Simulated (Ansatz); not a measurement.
1T (CdI2-type) CdI2 was calculated with PBEsol (plane waves, PAW; Ansatz, an electronic-structure program).

Run with plane-wave cutoff 520 eV, 12×12×6 k mesh (along the axes of the cell as run), perturbation theory, force constants from a 6×6×2 q mesh, scalar-relativistic PAW data made under PBE.

Computed at the level's own relaxed cell. Harmonic vibrational thermodynamics at fixed volume:

```
T (K)  S_vib (J/K per mol of atoms)  C_V (J/K per mol of atoms)  F_vib (eV/atom)
-----  ----------------------------  --------------------------  ---------------
100                           26.68                       22.23           0.0012
300                           52.82                       24.61          -0.0856
500                           65.45                       24.82          -0.2093
600                           69.98                       24.86          -0.2796
700                           73.81                       24.88          -0.3541
800                           77.14                       24.89          -0.4324
1000                          82.69                       24.91          -0.5983
```

The crystal is taken as a harmonic solid at every temperature: melting, phase changes and thermal expansion are not seen.

Note: the cell comes from a level without a dispersion term, which matters for the spacing of layers, chains or molecules; the cell has widely spaced layers and the level no dispersion term, so their spacing and the moduli can rest on weak binding.
